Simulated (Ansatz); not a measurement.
Mulliken charges of C4H5Cl, SMILES `CC=C=CCl` from PBE/def2-TZVPP in Ansatz (PBE0-D4/def2-TZVP geometry).

```csv
atom,x (Å),y (Å),z (Å),charge (e)
C1,-0.983,0.739,-1.065,-0.189
C2,-0.342,-0.487,-0.497,-0.126
C3,0.545,-0.492,0.455,0.015
C4,1.438,-0.491,1.395,-0.108
Cl5,1.035,-0.584,3.080,-0.089
H6,-0.781,0.814,-2.138,0.092
H7,-0.616,1.641,-0.577,0.093
H8,-2.069,0.691,-0.945,0.093
H9,-0.647,-1.446,-0.916,0.099
H10,2.503,-0.435,1.210,0.120
```

Problem. By hand: the dipole of these point charges (1 e Å = 4.8032 D).

Solution. Σ q r = (-0.096, 0.116, -0.438) e Å, of length 0.463 e Å = 2.22 D.

Problem. How does the dipole of the full density compare? (An estimate is asked.)

Solution. Computed: (-0.089, 0.072, -0.419) e Å, 2.09 D; the point charges give 1.06 times that, at 5° from its direction.

Point charges leave out the atoms' own dipoles, such as those of lone pairs, and Mulliken's split depends on the basis, so the close match here is no proof of good charges.
